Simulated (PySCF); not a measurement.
Spin-rotation constants: `c1cnccn1`, C$_{4}$H$_{4}$N$_{2}$

Cartesian coordinates in Å; atom numbers follow the order of the lines, from 1:
```xyz
10

C     1.102   -0.749    0.033
C     1.166    0.646    0.014
N     0.070    1.397   -0.024
C    -1.091    0.749   -0.043
C    -1.155   -0.646   -0.024
N    -0.059   -1.397    0.014
H     2.017   -1.351    0.064
H     2.133    1.162    0.030
H    -2.006    1.351   -0.074
H    -2.122   -1.162   -0.041
```

Theory: GIAO B3LYP/Sadlej pVTZ magnetisability, rotational g tensor and spin-rotation constants, non-relativistic, gas phase (PySCF). Geometry: PBE0-D3(BJ)/def2-SVP.

(1) Give the nuclear spin-rotation constants along the inertial axes (H = +C I·J) beside the isotropic shieldings.

Results:

(1) Rotational constants 6.4300, 5.9744, 3.0969 GHz. A star marks the isotopologue with that one atom substituted, in its own axes.
```csv
atom,isotope,Caa (kHz),Cbb (kHz),Ccc (kHz),mean (kHz),σ (ppm)
N3,14N,1.352,2.008,-0.009,1.117,-85.9
N6,14N,1.352,2.008,-0.009,1.117,-86.0
H7,1H,-0.323,0.418,-0.292,-0.066,23.2
H8,1H,-0.325,0.420,-0.292,-0.066,23.2
H9,1H,-0.323,0.418,-0.292,-0.066,23.2
H10,1H,-0.325,0.420,-0.292,-0.066,23.2
C1,13C*,2.647,2.662,0.480,1.930,38.2
```
For the geometry as given, no vibrational averaging.
